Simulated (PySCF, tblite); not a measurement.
# C3H3FNS radical: geometry, infrared bands and EPR parameters

Wanted: the infrared bands and EPR parameters of C3H3FNS radical (`N#C[C@@H](F)[CH]S`), by calculation.

Computed with tblite 0.8.0 and PySCF 2.14.0, with density-fitted response routines of our own, on a single molecule in the gas phase. Atoms are numbered from 0 throughout.

### Step 1. Starting geometry

9 atoms, charge 0, multiplicity 2; geometry from: force field or distance geometry start.

Bonds of the start (Å): N0–C1 1.14, C1–C2 1.47, C2–F3 1.39, C2–C4 1.54, C4–S5 1.84, C2–H6 1.08, C4–H7 1.10, S5–H8 1.42.

### Step 2. Optimising the geometry with GFN2-xTB

Job settings and geometry (Å):

```
{"job": {"kind": "relax", "xc": "GFN2-xTB", "basis": "xTB"}, "charge": 0, "multiplicity": 2}
N      1.777300     1.277500    -0.779300
C      1.166000     0.511800    -0.200200
C      0.416100    -0.503200     0.552200
F     -0.166500     0.078000     1.668100
C     -0.772400    -0.907900    -0.334500
S     -1.659300     0.638300    -0.773200
H      1.019200    -1.340900     0.872000
H     -0.354800    -1.380300    -1.241900
H     -1.412000     1.632500     0.211800
```

On the command line:

```bash
OMP_NUM_THREADS=1 python probes_run.py task.json out
```

The driver reads the jobs from task.json and runs them one after another.

The program printed:

```text
step      E/eV     max force
  0    -508.90983    2.682
  1    -509.06889    2.185
  2    -509.16454    4.493
  3    -509.37355    1.385
  4    -509.45546    1.102
  5    -509.53805    1.183
  6    -509.55712    0.545
  7    -509.56859    0.387
  8    -509.57700    0.393
  9    -509.58553    0.299
 10    -509.59184    0.241
 11    -509.59645    0.214
 12    -509.60095    0.219
 13    -509.60760    0.332
 14    -509.61666    0.392
 15    -509.62546    0.352
 16    -509.63091    0.248
 17    -509.63405    0.172
 18    -509.63696    0.181
 19    -509.63945    0.154
 20    -509.64120    0.121
 21    -509.64240    0.127
 22    -509.64333    0.092
 23    -509.64395    0.066
 24    -509.64419    0.049
 25    -509.64426    0.024
 26    -509.64431    0.022
 27    -509.64438    0.026
 28    -509.64446    0.043
 29    -509.64456    0.051
 30    -509.64470    0.038
 31    -509.64485    0.036
 32    -509.64499    0.029
 33    -509.64510    0.043
 34    -509.64521    0.040
 35    -509.64531    0.024
 36    -509.64539    0.021
 37    -509.64545    0.029
 38    -509.64551    0.035
 39    -509.64562    0.034
 40    -509.64580    0.039
 41    -509.64605    0.055
 42    -509.64631    0.063
 43    -509.64652    0.061
 44    -509.64671    0.055
 45    -509.64697    0.042
 46    -509.64727    0.049
 47    -509.64759    0.073
 48    -509.64795    0.082
 49    -509.64832    0.059
 50    -509.64865    0.042
 51    -509.64889    0.038
 52    -509.64902    0.028
 53    -509.64908    0.034
 54    -509.64911    0.018
 55    -509.64915    0.021
 56    -509.64923    0.024
 57    -509.64933    0.030
 58    -509.64943    0.020
 59    -509.64948    0.018
 60    -509.64951    0.023
 61    -509.64953    0.013
 62    -509.64955    0.008
```

Wall time 0.19 s (1 thread of Arm Neoverse V2, shared host).

Relaxation path: (not every step is listed)

| step | energy from step 0 (eV) | largest force (eV/Å) |
| --- | --- | --- |
| 0 | 0.0000 | 2.6818 |
| 1 | -0.1591 | 2.1855 |
| 2 | -0.2547 | 4.4933 |
| 3 | -0.4637 | 1.3846 |
| 4 | -0.5456 | 1.1015 |
| 5 | -0.6282 | 1.1832 |
| 6 | -0.6473 | 0.5453 |
| 7 | -0.6588 | 0.3872 |
| 8 | -0.6672 | 0.3926 |
| 12 | -0.6911 | 0.2193 |
| 16 | -0.7211 | 0.2479 |
| 20 | -0.7314 | 0.1208 |
| 24 | -0.7344 | 0.0490 |
| 28 | -0.7346 | 0.0430 |
| 32 | -0.7352 | 0.0293 |
| 36 | -0.7356 | 0.0212 |
| 40 | -0.7360 | 0.0393 |
| 44 | -0.7369 | 0.0554 |
| 48 | -0.7381 | 0.0824 |
| 52 | -0.7392 | 0.0279 |
| 56 | -0.7394 | 0.0241 |
| 57 | -0.7395 | 0.0298 |
| 58 | -0.7396 | 0.0200 |
| 59 | -0.7396 | 0.0179 |
| 60 | -0.7397 | 0.0235 |
| 61 | -0.7397 | 0.0132 |
| 62 | -0.7397 | 0.0082 |

Distances of close pairs at the start and the end, largest changes first:

| bond | before (Å) | after (Å) | change (Å) |
| --- | --- | --- | --- |
| C4–S5 | 1.836 | 1.714 | -0.121 |
| S5–H8 | 1.421 | 1.337 | -0.084 |
| C2–C4 | 1.537 | 1.487 | -0.050 |
| C4–H7 | 1.105 | 1.074 | -0.031 |
| C2–H6 | 1.081 | 1.100 | +0.019 |
| C1–C2 | 1.469 | 1.459 | -0.010 |
| N0–C1 | 1.138 | 1.144 | +0.005 |
| C2–F3 | 1.387 | 1.386 | -0.000 |

The final coordinates are the input of the step that follows.

### Step 3. Harmonic vibrations with GFN2-xTB

Job settings and geometry (Å):

```
{"job": {"kind": "ir", "xc": "GFN2-xTB", "basis": "xTB"}, "charge": 0, "multiplicity": 2}
N      2.122304     1.159802    -0.724102
C      1.408170     0.493093    -0.129869
C      0.422739    -0.369462     0.514062
F     -0.049561     0.242053     1.664947
C     -0.671189    -0.625365    -0.460797
S     -1.862776     0.553289    -0.821089
H      0.904361    -1.308692     0.823946
H     -0.522023    -1.377902    -1.211833
H     -1.738464     1.239177     0.319555
```

The program printed:

```text
mode    cm-1     km/mol
  1      60.0      1.42
  2     141.9     10.10
  3     189.3     10.23
  4     237.7     10.46
  5     286.2      1.11
  6     434.5      6.99
  7     498.1     69.27
  8     538.3      4.37
  9     628.8     10.13
 10     764.4      5.00
 11     884.4      9.29
 12     934.1      9.74
 13     983.5     57.87
 14    1079.7     16.56
 15    1181.8      0.16
 16    1234.2     14.13
 17    1236.6      7.62
 18    2375.6    228.31
 19    2395.1     66.86
 20    2884.0      9.56
 21    3146.5      1.97
```

It took 0.13 s on 1 thread of Arm Neoverse V2, shared host.

Which atoms move in the most intense modes:

| cm⁻¹ | km/mol | atoms |
| --- | --- | --- |
| 189 | 10.2 | F3 38 %, S5 21 %, N0 15 % |
| 238 | 10.5 | H8 28 %, F3 26 %, N0 13 %, C1 12 % |
| 498 | 69.3 | H7 53 %, C4 22 %, H8 15 % |
| 984 | 57.9 | C2 51 %, F3 16 % |
| 1080 | 16.6 | H7 33 %, C2 27 %, C4 22 %, H6 12 % |
| 1234 | 14.1 | H6 79 %, C2 17 % |
| 2376 | 228.3 | C1 58 %, N0 40 % |
| 2395 | 66.9 | H8 95 % |

### Step 4. EPR parameters: B3LYP/pcH-1

Settings changed since step 3:

```diff
@@ -1,2 +1,2 @@
-{"job": {"kind": "ir", "xc": "GFN2-xTB", "basis": "xTB"}, "charge": 0, "multiplicity": 2}
+{"job": {"kind": "epr", "basis": "pcH-1"}, "charge": 0, "multiplicity": 2}
 N      2.122304     1.159802    -0.724102
```

Method: UKS B3LYP, pcH-1 on C F H N S, non-relativistic, mean-field spin-orbit, GIAO.

The program printed:

```text
UKS, coarse grid
  cycle   1  E = -668.75416334  |g| = 4.74e-01
  cycle   2  E = -668.47236688  |g| = 9.68e-01
  cycle   3  E = -668.83152687  |g| = 1.50e-01
  cycle   4  E = -668.83901076  |g| = 6.77e-02
  cycle   5  E = -668.84074207  |g| = 1.26e-02
  cycle   6  E = -668.84081479  |g| = 4.52e-03
  cycle   7  E = -668.84082654  |g| = 2.23e-03
  cycle   8  E = -668.84082936  |g| = 9.79e-04
UKS, final grid
  cycle   1  E = -668.84086492  |g| = 1.36e-03
  cycle   2  E = -668.84086337  |g| = 2.27e-03
  cycle   3  E = -668.84086589  |g| = 1.23e-04
  cycle   4  E = -668.84086590  |g| = 7.23e-05
  cycle   5  E = -668.84086590  |g| = 6.47e-05
  cycle   6  E = -668.84086591  |g| = 2.04e-05
E = -668.84086591 Eh   <S^2> = 0.7544 (exact 0.7500)
g shifts (ppm)      1          2          3
  rmc          -182       -182       -182
  gc             13         47         20
  oz_so        -232       2054       5910
  total        -401       1918       5748
hyperfine (MHz)  atom isotope    a_iso     a_fc   dipolar eigenvalues
    0   14N       1.72       1.72     -2.67     -2.16      4.83
    1   13C      62.21      62.22     -5.26     -1.70      6.96
    2   13C     -24.20     -24.20     -2.20     -2.09      4.29
    3   19F      72.62      72.33    -26.11    -21.40     47.51
    4   13C     120.51     120.17    -68.74    -67.84    136.58
    5   33S       6.10       6.50    -26.71    -21.90     48.60
    6    1H      22.88      22.88     -6.05     -3.63      9.68
    7    1H     -52.29     -52.39    -31.67     -2.28     33.95
    8    1H      -1.82      -1.86     -4.43     -2.51      6.94
```

It took 27 s on 1 thread of Arm Neoverse V2, shared host; peak memory 0.66 GiB.

Principal g values 2.00192, 2.00424, 2.00807; g(iso) = 2.00474, against 2.00232 for a free electron.

Hyperfine couplings, nucleus by nucleus at this fixed geometry (no averaging over rotations):

| nuclei | isotope | a(iso) (MHz) | a(iso) (G, at g = 2.0023) | largest dipolar term (MHz) |
| --- | --- | --- | --- | --- |
| C4 | 13C | 120.5 | 43.0 | 136.6 |
| F3 | 19F | 72.6 | 25.9 | 47.5 |
| C1 | 13C | 62.2 | 22.2 | 7.0 |
| H7 | 1H | -52.3 | -18.7 | 33.9 |
| C2 | 13C | -24.2 | -8.6 | 4.3 |
| H6 | 1H | 22.9 | 8.2 | 9.7 |
| S5 | 33S | 6.1 | 2.2 | 48.6 |
| H8 | 1H | -1.8 | -0.6 | 6.9 |
| N0 | 14N | 1.7 | 0.6 | 4.8 |

Mulliken spin populations:

| atom | value (e) |
| --- | --- |
| N0 | 0.05 |
| C1 | 0.01 |
| C2 | -0.03 |
| F3 | 0.01 |
| C4 | 0.79 |
| S5 | 0.21 |
| H6 | 0.01 |
| H7 | -0.03 |
| H8 | 0.00 |

In first order the couplings over 0.8 MHz of 19F, 1H, 14N give 48 distinct lines over 54.6 G.

Orbitals, density, ELF and potential are computed afterwards from the orbital file.

ELF in a plane through or near 3 of the atoms.

Ten even steps from ' ' (0.00) to '@' (0.95):
```
                                                        
                                                        
                                                        
                                                        
          ..::::::::::..            ....                
        ..==++++======--..      ..--====::..            
      ..--++****######++--..    ::**%%%%**--::..        
      ..--++**##%%%%##**++..    --##%%##******==--..    
      ..--++**%%**--++++++::  ..--++::--::++%%%%##==..  
      ..::==**##++....##**----==**##::==--**@@@@%%**..  
        ..--==******####==++##++++@@%%++##@@@@@@%%**..  
          ..::--------::--**++::**++##**##%%@@%%##==    
                        ..--**++==##++::::--====--..    
                          ::%%@@@@%%++::                
                          ::%%@@@@##==..                
                          ..++####==::                  
                            ........                    
                                                        
                                                        
                                                        
```
The map spans 9.1 Å across and 8.3 Å up, centred on the molecule. Atoms in the plane (x, y in Å): C1 (-1.4, 0.5), C4 (0.7, -0.7), S5 (2.0, 0.4).

On the surface of density 0.002 e/bohr³ the electrostatic potential runs, from the 1st to the 99th percentile, from -1.59 V near N0 to 1.73 V near H6.

The spin density lies nearest to C4 55 %; S5 22 %; H7 8 %.

### Step 5. Summary of results

| quantity | value |
| --- | --- |
| strongest single infrared mode (GFN2-xTB) | 2376 cm⁻¹, 228 km/mol |
| zero-point energy (GFN2-xTB) | 31.6 kcal/mol |
| g(iso) (B3LYP) | 2.00474 |
| ⟨S²⟩ | 0.754 (exact 0.75) |
| largest a(iso) | 13C on C4, 120.5 MHz |
| surface potential, 1st and 99th percentile | -1.59 V and 1.73 V |

The optimisation took 62 steps and gained 0.740 eV; among the close pairs (by a distance rule), C4–S5 changed most, from 1.836 to 1.714 Å. No mode is imaginary among the 21: a minimum at this level. The strongest single mode, at 2376 cm⁻¹, moves mainly C1 and N0. Unscaled tight-binding wavenumbers are off by several per cent, some by more. Its intensities can rank the bands wrongly. Most of the unpaired spin sits on C4 (0.79 e). The isotropic g lies 2.4 ppt above the free-electron value.
